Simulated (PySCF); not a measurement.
Species: BH6PSi.
Bonds: B1–P2, P2–Si3. Hydrogens: H4, H5 on B1; H6 on P2; H7, H8, H9 on Si3.

Computed by this run: PBE0-D3(BJ)/def2-SVP geometry optimisation, gas phase (PySCF); density fitting, grid level 1; the optimiser is geomeTRIC in internal coordinates, started from a GFN2-xTB structure with every atom displaced at random (about 0.01 Å).

Step 0: E = -17925.9276 eV
```
atom  x, y, z in Å  |  force x, y, z in eV/Å
B1     -1.7380   -0.3837   -0.2809    0.405   1.261  -0.876
P2     -0.5280    0.2092    0.9299    0.068   0.897   0.190
Si3     1.4035    0.4497   -0.1254    0.272  -0.153   0.508
H4     -2.4284   -1.2577   -0.0497   -1.158  -1.486   0.425
H5     -1.9191    0.2763   -1.2624    0.041   0.078  -0.312
H6     -0.2795   -0.8965    1.7018    0.278  -0.930   0.796
H7      1.7989   -0.6873   -0.9688    0.057  -0.344  -0.291
H8      2.4367    0.6082    0.9358    0.073   0.039   0.045
H9      1.3118    1.6646   -0.9140   -0.035   0.640  -0.484
```

**Question.** Estimate the geometry and energy of step 1. (The exact step hangs on the optimiser's Hessian estimate; all steps are aligned on step 0, rigid shifts and turns removed.)

**Answer.** E = -17926.0887 eV, largest force 0.373 eV/Å
```
atom  x, y, z in Å  |  force x, y, z in eV/Å
B1     -1.7563   -0.3599   -0.2991   -0.143  -0.315   0.138
P2     -0.5251    0.1805    0.9782    0.051  -0.162   0.155
Si3     1.4167    0.4666   -0.1114    0.078   0.015  -0.023
H4     -2.5416   -1.2528   -0.0413    0.124   0.207  -0.050
H5     -1.8395    0.2507   -1.3311    0.002   0.088  -0.096
H6     -0.2762   -0.9737    1.7905   -0.041   0.209  -0.162
H7      1.7799   -0.6854   -0.9910    0.011   0.008   0.015
H8      2.4869    0.6531    0.9133   -0.002  -0.018  -0.001
H9      1.3131    1.7037   -0.9417   -0.079  -0.033   0.023
```

The energy changes by -0.1612 eV. The first-order estimate −F·Δx gives -0.3711 eV and the mean of the old and new forces, exact on a quadratic surface, -0.1669 eV. The step makes an angle of 59° with the force vector and moves no atom by more than 0.118 Å.

What follows is the cost of the whole optimisation. The run took 14 s of wall time on Arm Neoverse V2, one thread, shared host with 32 logical CPUs at a one-minute load of 15, and the process peaked at 0.34 GiB of memory.
